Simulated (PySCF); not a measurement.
# C4H5N: core ionisation energies

Species: methacrylonitrile, C₄H₅N.
Geometry (PBE0-D3(BJ)/def2-SVP, Å), atoms numbered from 1 in this order:
```xyz
10
C4H5N angstrom
C      0.2192    1.5407    0.0301
C      0.3252    0.2054   -0.0455
C     -0.8384   -0.7426   -0.0560
C      1.6315   -0.3910   -0.1231
N      2.6716   -0.8997   -0.1868
H      1.1015    2.1834    0.0338
H     -0.7630    2.0159    0.0898
H     -1.7865   -0.1922    0.0059
H     -0.8408   -1.3485   -0.9754
H     -0.7801   -1.4425    0.7921
```

Computed, not measured: delta-SCF UKS SCAN, pcX-2 on the ionised atom, pcseg-1 elsewhere, spin-free X2C (PySCF 2.14.0). Vertical ΔSCF values, vacuum level as zero.

Q: What binding energy does each computed site have?

A: 
```
atom(s)                bonded to  level  binding energy (eV)  above the level's lowest (eV)  count
     N5          C (triple bond)   N 1s               404.96                           0.00      1
     C2  C (double bond) and 2 C   C 1s               292.25                          +1.25      1
     C4    N (triple bond) and C   C 1s               292.24                          +1.24      1
     C3                C and 3 H   C 1s               291.60                          +0.60      1
     C1  C (double bond) and 2 H   C 1s               291.00                           0.00      1
```

Lowest listed C 1s: C1, bonded to C (double bond) and 2 H. Highest, 1.25 eV above it: C2, bonded to C (double bond) and 2 C. The widest gap between neighbouring values is 0.64 eV, between 291.60 and 292.24 eV. The values 292.24 and 292.25 eV lie too close for their order to be trusted.

Q: Which photon wavelength matches the N 1s of N5 threshold?

A: λ = hc/E = 12398.42 eV Å / 404.96 eV = 30.616 Å.

Geometry: PBE0-D3(BJ)/def2-SVP; no solvent, vibrations or thermal averaging.
